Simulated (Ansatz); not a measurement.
Species: CF4, SMILES `FC(F)(F)F` (charge 0, multiplicity 1), formula CF4.

How many basis functions does frozen-core CCSD(T)/def2-TZVPP // B3LYP-D3(BJ)/def2-TZVP (Ansatz, a quantum-chemistry and plane-wave program) use, how many core orbitals are frozen, and how many electrons are correlated?

155 basis functions and 5 frozen orbitals, which leaves 32 correlated electrons. Core time is of the order of seconds.
